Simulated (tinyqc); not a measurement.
Inside a calculation. Method: extended Hueckel theory, for H2S. One step of it, computed by the program tinyqc.

Problem. Mulliken analysis. P = C n C^T; charge = valence electrons (S 6, H 1) minus the sum of (P S)_ii on the atom; overlap population = 2 sum P_ij S_ij between two atoms.

coefficients, order 1S 3s, 1S 3px, 1S 3py, 1S 3pz, 2H 1s, 3H 1s:
$$\begin{pmatrix}
0.727701 & 0.000000 & -0.351723 & 0.000000 & 0.000000 & 0.940388 \\
0.000000 & 0.000000 & 0.000000 & 1.000000 & 0.000000 & 0.000000 \\
0.000000 & 0.574159 & 0.000000 & 0.000000 & 1.145973 & 0.000000 \\
0.020476 & 0.000000 & 0.871702 & 0.000000 & 0.000000 & 0.697311 \\
0.265675 & 0.394093 & 0.159652 & 0.000000 & -0.858210 & -0.854832 \\
0.265675 & -0.394093 & 0.159652 & 0.000000 & 0.858210 & -0.854832
\end{pmatrix}$$

occupations: [2.000000, 2.000000, 2.000000, 2.000000, 0.000000, 0.000000]

overlap S, order 1S 3s, 1S 3px, 1S 3py, 1S 3pz, 2H 1s, 3H 1s:
$$\begin{pmatrix}
1.000000 & 0.000000 & 0.000000 & 0.000000 & 0.403174 & 0.403174 \\
0.000000 & 1.000000 & 0.000000 & 0.000000 & 0.000000 & 0.000000 \\
0.000000 & 0.000000 & 1.000000 & 0.000000 & 0.424526 & -0.424526 \\
0.000000 & 0.000000 & 0.000000 & 1.000000 & 0.273022 & 0.273022 \\
0.403174 & 0.000000 & 0.424526 & 0.273022 & 1.000000 & 0.078914 \\
0.403174 & 0.000000 & -0.424526 & 0.273022 & 0.078914 & 1.000000
\end{pmatrix}$$

Give: charges; Overlap populations.

Solution.

charges: 1S -0.2498, 2H 0.1249, 3H 0.1249

Overlap populations:
```
pair      value
2-1    0.763386
3-1    0.763386
3-2   -0.018699
```
